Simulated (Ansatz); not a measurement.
# NHO+ (doublet): wave-function methods side by side, def2-TZVPP

The task here is to estimate one member of a computed series from the others.

Computed with Ansatz 0.2.0, Gaussian basis. Level: def2-TZVPP, core rule «outside noble gas», up to 2 orbitals frozen.

The runs, in order: UHF; ROHF; CCSD(T) on UHF.

2 further runs of the same task are left out: 2 set aside as unsound or not needed.

## What is computed

The geometry is a PBE0/def2-TZVP stationary point (not a proven minimum) of the parent state, kept for this charge and spin.

3 atoms, charge 1, spin multiplicity 2.

Atoms are counted from 1 here; the program's logs count them from 0.

Bond lengths: N1–O2 1.213 Å, N1–H3 1.028 Å. Angles: O2–N1–H3 120.0°.

Set-up of the first run:

in.yaml

```yaml
crystal:
  periodic: [false, false, false]
  atoms:
    - {symbol: N, position_ang: [0.000000, -0.123149, 0.597204]}
    - {symbol: O, position_ang: [0.000000, 0.065186, -0.601149]}
    - {symbol: H, position_ang: [0.000000, 0.676603, 1.243294]}
basis:
  gaussian: {orbitals: def2-TZVPP}
total_charge: 1
magnetization: {spin_polarized: true, initial_magnetization: 1}
hamiltonian: {xc: hf}
output: {orbitals: {seedname: orbitals}}
```

Started as:

```bash
> ansatz run in.yaml --threads 1 --pin off --events-out ev --progress --plain --max-ram 3968MiB --backend cpu
```

Steps of the session up to this table: UHF; ROHF; CCSD(T) on UHF.

One of the session's tables, all rows but one given; the rest of the session is left out.

```
  method  from UCCSD(T) (kcal/mol)
    ROHF                   +281.33
     UHF                         ?
    UMP2                    +39.08
   UCCSD                    +12.86
UCCSD(T)                         0
```

**Question.** Estimate the row for UHF.

**Answer.** from UCCSD(T) (kcal/mol): +270.90. In the column «from UCCSD(T) (kcal/mol)» it lies between UMP2 (+39.08) and ROHF (+281.33).
